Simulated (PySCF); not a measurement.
C5H4N (SMILES [c]1cccnc1), doublet (typed; the unrestricted solution is spin-contaminated), geometry from GFN2-xTB; PySCF with HF/6-31G.

PySCF was given this input:
```python
from pyscf import gto, scf

mol = gto.Mole()
mol.atom = '''
    N    -0.01580283   -0.05413789    1.34563273
    C     0.01615760   -0.05748178   -1.39611514
    C    -0.00564971    1.08038809    0.67867227
    C    -0.01073855   -1.21450102    0.70280125
    C     0.00522650   -1.21511854   -0.66658290
    C     0.01063488    1.15308424   -0.70494403
    H     0.02873223   -0.07014958   -2.47687799
    H    -0.01085889    1.97624661    1.28640780
    H    -0.01969182   -2.10662238    1.31040635
    H     0.01865395    2.10126459   -1.22235405
'''
mol.basis = '6-31g'
mol.spin = 1
mol.verbose = 5
mol.build()

mf = scf.UHF(mol)
mf.kernel()
mf.analyze()
```

The log (banner, timings and long lists left out):

```
PySCF version 2.14.0

[INPUT] verbose = 5
[INPUT] max_memory = 4000
[INPUT] num. atoms = 10
[INPUT] num. electrons = 41
[INPUT] charge = 0
[INPUT] spin (= nelec alpha-beta = 2S) = 1
[INPUT] symmetry False subgroup None
[INPUT] Mole.unit = angstrom
[INPUT] Symbol           X                Y                Z      unit          X                Y                Z       unit  Magmom
[...]
[INPUT] ---------------- BASIS SET ----------------
[INPUT] l, kappa, [nprim/nctr], expnt,             c_1 c_2 ...
[INPUT] H
[...]
                                2.8253937         0.23472695
                                0.6401217         0.81375733
[...]
[INPUT] C
[...]
                                457.36951         0.0140373
                                103.94869         0.0688426
                                29.210155         0.2321844
                                9.286663          0.4679413
                                3.163927          0.362312
[...]
                                1.8812885         -0.1608542
                                0.5442493         1.1434564
[...]
                                1.8812885         0.316424
                                0.5442493         0.7443083
[...]
[INPUT] N
[...]
                                627.4579          0.013995
                                142.9021          0.068587
                                40.23433          0.232241
                                12.82021          0.46907
                                4.390437          0.360455
[...]
                                2.71628           -0.169118
                                0.772218          1.145852
[...]
                                2.71628           0.323907
                                0.772218          0.740895
[...]
nuclear repulsion = 198.678154265461
number of shells = 38
number of NR pGTOs = 148
number of NR cGTOs = 62
basis = 6-31g
ecp = {}

******** <class 'pyscf.scf.uhf.UHF'> ********
method = UHF
initial guess = minao
damping factor = 0
level_shift factor = 0
DIIS = <class 'pyscf.scf.diis.CDIIS'>
diis_start_cycle = 1
diis_space = 8
diis_damp = 0
SCF conv_tol = 1e-09
SCF conv_tol_grad = None
SCF max_cycles = 50
direct_scf = True
direct_scf_tol = 1e-13
number electrons alpha = 21  beta = 20
Set gradient conv threshold to 3.16228e-05
E1 = -724.2617561417431  E2 = 277.7869791571143  Ecoul = 312.4932256598395  Exc = -34.70624650272521
init E= -247.796622719168
cond(S) = 3780.685045282716

  alpha mo_energy =
[...]
SCF not converged.
Total Energy =                        -245.934902324996642
[...]
spin_pop of  3 C 1s       -0.00000
spin_pop of  3 C 2s        0.02262
spin_pop of  3 C 3s       -0.00026
spin_pop of  3 C 2px       0.27914
spin_pop of  3 C 2py       0.00815
spin_pop of  3 C 2pz       0.00707
spin_pop of  3 C 3px       0.00097
spin_pop of  3 C 3py       0.00078
spin_pop of  3 C 3pz       0.00173
spin_pop of  4 C 1s       -0.00000
spin_pop of  4 C 2s        0.15952
spin_pop of  4 C 3s        0.00277
spin_pop of  4 C 2px      -0.20258
spin_pop of  4 C 2py       0.57392
spin_pop of  4 C 2pz       0.18620
spin_pop of  4 C 3px      -0.00115
spin_pop of  4 C 3py       0.00189
spin_pop of  4 C 3pz       0.00028
spin_pop of  5 C 1s        0.00000
spin_pop of  5 C 2s       -0.02662
spin_pop of  5 C 3s        0.00075
spin_pop of  5 C 2px      -0.32393
spin_pop of  5 C 2py      -0.00709
spin_pop of  5 C 2pz      -0.01525
spin_pop of  5 C 3px      -0.00192
spin_pop of  5 C 3py       0.00020
spin_pop of  5 C 3pz       0.00011
spin_pop of  6 H 1s       -0.00394
spin_pop of  6 H 2s        0.00042
spin_pop of  7 H 1s       -0.02058
spin_pop of  7 H 2s        0.00028
spin_pop of  8 H 1s       -0.01390
spin_pop of  8 H 2s        0.00042
spin_pop of  9 H 1s        0.02629
spin_pop of  9 H 2s       -0.00022
 ** Mulliken Spin Density (per atom)  **
spin density of  0 N =     -0.33674
spin density of  1 C =      0.30771
spin density of  2 C =      0.37295
spin density of  3 C =      0.32020
spin density of  4 C =      0.72086
spin density of  5 C =     -0.37375
spin density of  6 H =     -0.00352
spin density of  7 H =     -0.02030
spin density of  8 H =     -0.01348
spin density of  9 H =      0.02608
 ** Mulliken pop alpha/beta on meta-lowdin orthogonal AOs **
 ** Mulliken pop       alpha | beta **
In total            21.00000 | 20.00000
 ** Mulliken atomic charges   ( Nelec_alpha | Nelec_beta ) **
charge of  0N =     -0.23192  (     3.44759      3.78433 )
charge of  1C =     -0.10118  (     3.20445      2.89674 )
charge of  2C =     -0.00796  (     3.19046      2.81751 )
charge of  3C =     -0.02047  (     3.17033      2.85013 )
charge of  4C =     -0.02069  (     3.37077      2.64992 )
charge of  5C =     -0.12269  (     2.87447      3.24822 )
charge of  6H =      0.12769  (     0.43439      0.43792 )
charge of  7H =      0.12157  (     0.42907      0.44936 )
charge of  8H =      0.13254  (     0.42699      0.44047 )
charge of  9H =      0.12311  (     0.45148      0.42540 )
Dipole moment(X, Y, Z, Debye):  0.02658,  0.75537, -2.14420
```

Convergence was not reached.
